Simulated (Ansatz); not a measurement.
Consider the isomerisation: `C#CC(C)(N)N` → `C/N=C\C=N\C`.

Calculated with Ansatz (gas phase, PBE0-D4/def2-TZVP geometries, no zero-point term in ΔE). CCSD(T)/CBS adds triple-zeta CCSD(T) − MP2 to the extrapolated MP2 energy (def2 sets, frozen cores). One conformer a species, not always the lowest.

`C#CC(C)(N)N`:

Cartesian coordinates in Å:
```
C 0.072 1.647 1.879
C 0.021 0.786 1.044
C 0.002 -0.255 -0.004
C -0.105 0.424 -1.371
N 1.202 -1.078 0.000
N -1.095 -1.164 0.293
H 0.117 2.401 2.628
H 0.745 1.086 -1.553
H -1.017 1.020 -1.428
H -0.122 -0.345 -2.146
H 2.023 -0.505 -0.151
H 1.291 -1.519 0.908
H -1.969 -0.657 0.360
H -1.168 -1.839 -0.459
```

`C/N=C\C=N\C`:

```xyz
14

C    -1.653    0.732   -1.970
N    -0.644    1.182   -1.054
C    -0.139    0.338   -0.257
C     0.895    0.791    0.685
N     1.527    0.131    1.562
C     1.302   -1.272    1.777
H    -1.325    0.944   -2.992
H    -2.564    1.316   -1.810
H    -1.890   -0.337   -1.883
H    -0.456   -0.712   -0.257
H     1.126    1.853    0.587
H     0.547   -1.753    1.146
H     2.253   -1.796    1.641
H     1.022   -1.417    2.824
```

```csv
level,ΔE (kJ/mol)
CCSD/def2-SVP,-47.0
SCS-MP2/def2-TZVPP,-24.9
CCSD/def2-TZVPP,-29.0
MP2/def2-QZVPP,-9.2
```

(1) What does CCSD(T)/CBS give? (Best estimate.)

Largest T1 diagnostic among the species: 0.012.

Answers

(1) Ansatz gave: -24.0 kJ/mol. The listed levels differ from it by -23.0, -0.9, -5.0, 14.8 kJ/mol.

From r2SCAN to r2SCAN0 (25 % exact exchange), in def2-TZVPP and without D4, ΔE moves by +9.3 kJ/mol. Leaving LDA and LC-ωPBE aside and taking each functional with its dispersion term where it has one, the values, not all of them listed here, spread over 34.5 kJ/mol, from BLYP-D4 to ωB97M-V. LDA lies +18.4 kJ/mol from PBE without D4. In def2-TZVPP, CCSD(T) changes the Hartree–Fock value by +12.9 kJ/mol (the triples alone add −2.4 kJ/mol) and MP2 by +30.9 kJ/mol.

CCSD(T)/CBS has its own doubt, a few kJ/mol and more with outer-core shells, so smaller differences from it don't rank the levels.
